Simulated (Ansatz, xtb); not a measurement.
## Two isomers of CH6AlN

Structure I: `[CH3][AlH][NH2]`, a singlet. Structure II: `C[NH][AlH2]`, a singlet. Both are isolated molecules in the gas phase, relaxed with r2SCAN-D4/def2-SVP; the shapes shown needn't be the lowest conformers.

I (Å):

```xyz
9

C     0.6041    1.3043    0.2764
Al    0.7097   -0.4015   -0.6703
N    -0.7447   -1.1121   -1.4043
H     0.9323    1.2011    1.3258
H     1.2733    2.0565   -0.1773
H    -0.7691   -1.9925   -1.9107
H    -1.6777   -0.7103   -1.3869
H     2.0563   -1.2316   -0.8376
H    -0.4114    1.7337    0.2905
```

II (Å):

```yaml
atoms:
  - { symbol: C, position_ang: [-3.0672, 1.1278, -0.6113] }
  - { symbol: Al, position_ang: [-0.2933, 0.3150, -0.1610] }
  - { symbol: N, position_ang: [-1.9342, 0.2531, -0.8477] }
  - { symbol: H, position_ang: [-2.7904, 1.9189, 0.1039] }
  - { symbol: H, position_ang: [-3.4155, 1.6314, -1.5330] }
  - { symbol: H, position_ang: [-3.9359, 0.5927, -0.1827] }
  - { symbol: H, position_ang: [-2.1644, -0.4867, -1.5091] }
  - { symbol: H, position_ang: [0.7262, -0.8060, -0.6321] }
  - { symbol: H, position_ang: [0.0300, 1.4804, 0.8672] }
```

Question: Estimate which is lower in electronic energy at CCSD(T)/def2-TZVP, and by roughly how much.

Answer: The CCSD(T)/def2-TZVP calculation puts structure I lower, by 19.3 kcal/mol.

Level by level:

```tsv
level	geometry	E(II) − E(I) (kcal/mol)	departure from the last row (kcal/mol)	job, with rough time for the two
GFN2-xTB	GFN2-xTB	−5.1	−24.4	optimisation, 1.4 s
HF/STO-3G	GFN2-xTB	+18.8	−0.5	single point, 1.3 s
r2SCAN-D4/def2-SVP//GFN2-xTB	GFN2-xTB	+21.8	+2.5	single point, 11 s
r2SCAN-D4/def2-SVP	r2SCAN-D4/def2-SVP	+17.8	−1.5	optimisation, 4.3 min
HF/def2-TZVP	r2SCAN-D4/def2-SVP	+17.8	−1.5	part of the CCSD(T) run
MP2/def2-TZVP	r2SCAN-D4/def2-SVP	+20.5	+1.2	part of the CCSD(T) run
CCSD(T)/def2-TZVP	r2SCAN-D4/def2-SVP	+19.3		single point, 92 s
```

As drawn, II has 1 C–N, 1 Al–H in place of 1 C–Al, 1 N–H.

GFN2-xTB puts the two in the other order. The largest departure from CCSD(T)/def2-TZVP is that of GFN2-xTB, 24.4 kcal/mol.

With harmonic frequencies from r2SCAN-D4/def2-SVP (ideal gas, rigid rotor, one conformer each, 298.15 K, 1 atm): on the last row, ΔE + ΔZPE = +19.3, ΔH = +18.9, ΔG = +19.9 kcal/mol.

The correlated steps freeze 7 core orbitals. Codes used: Ansatz 0.2.0, xtb 6.7.1; the last row on 1 thread of AMD EPYC (Zen 3) on a shared host.
